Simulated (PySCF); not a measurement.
Species: 2-fluorobutane, C₄H₉F.
Numbering: `[CH3:1][CH2:2][C@H:3]([CH3:4])[F:5]` (hydrogens: H6, H7, H8 on C1; H9, H10 on C2; H11 on C3; H12, H13, H14 on C4)

Method used: PySCF 2.14.0, PBE0-D3(BJ)/def2-SVP geometry optimisation, gas phase.

Question: List the bond lengths, angles and torsions at this level.

Answer: 
```csv
bond,length (pm)
C1–C2,151.9
C2–C3,151.7
C3–C4,151.0
C3–F5,138.7
"C1–H6, C1–H7, C1–H8",110.0
C2–H9,110.3
C2–H10,110.4
C3–H11,110.7
"C4–H12, C4–H13, C4–H14",110.0
```

Bonds in one row agree within 1 pm and their mean is given. A selection of angles:
```csv
angle,degrees
C2–C1–H6,111.3
C2–C1–H7,110.4
H6–C1–H7,107.7
C1–C2–C3,113.2
C1–C2–H9,110.6
C1–C2–H10,110.2
C3–C2–H9,108.0
C3–C2–H10,108.1
H9–C2–H10,106.4
C2–C3–C4,114.0
C2–C3–F5,108.6
C2–C3–H11,109.3
C4–C3–F5,108.4
C4–C3–H11,109.9
F5–C3–H11,106.4
C3–C4–H12,110.8
C3–C4–H13,110.4
H12–C4–H13,108.5
```

Dihedral angles: C1–C2–C3–C4 177° (antiperiplanar).

Of the pairs four or more bonds apart, F5···H7 is among the closest relative to their van der Waals radii: 2.54 Å, 95 % of the sum of Bondi's values.

Point group: C1 (no symmetry element, even within 0.4 Å). Stationary, but not proved a minimum. One conformer, not necessarily the lowest.

The run took 29 s on an Arm Neoverse V2 with one thread, shared host with 96 logical CPUs at a one-minute load of 42, and the process peaked at 0.48 GiB of memory. This is the geometry optimisation.
